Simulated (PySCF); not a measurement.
Isomers of H6SSi2. Theory: PBE0-D3(BJ)/def2-SVP geometry optimisation, gas phase (PySCF 2.14.0). One conformer each; no zero-point energy, no entropy. No frequencies were run at this level. Point groups hold within 0.08 Å.

Task: Rank from lowest to highest electronic energy at this level (kJ/mol).
A. `[SiH3:1][SiH2:2][SH:3]` with Si1–Si2–S3–H -56°
B. `[SiH3]S[SiH3]`

Result: B (0.0), A (44.7).

As drawn, the higher has an S–H bond and an Si–Si bond, which the lower lacks.

```tsv
SMILES	E (Eh)	E rel (kJ/mol)	dipole (D)	point group	A, B, C (MHz)
[SiH3]S[SiH3]	-980.12429	0.0	1.19	near Cs	9470, 2766, 2254
[SiH3][SiH2]S	-980.10725	44.7	1.16	–	9987, 2230, 1922
```

Task: How do the relative energies change in single points at PBE0/pcSseg-1 (no added dispersion term) on the same geometries?

Result: 
| SMILES | PBE0-D3(BJ)/def2-SVP (kJ/mol) | PBE0/pcSseg-1 (kJ/mol) | shift |
| --- | --- | --- | --- |
| [SiH3]S[SiH3] | 0.0 | 0.0 | 0.0 |
| [SiH3][SiH2]S | 44.7 | 43.0 | -1.7 |

Each column counts from its own lowest isomer. The order is unchanged; the largest shift is 1.7 kJ/mol.

Task: As an exercise, what shares would exp(−E/RT) give at 2000 K from these electronic energies alone (no entropy, no degeneracies)?

Result: RT = 16.629 kJ/mol: [SiH3]S[SiH3] 93.6 %, [SiH3][SiH2]S 6.4 %.
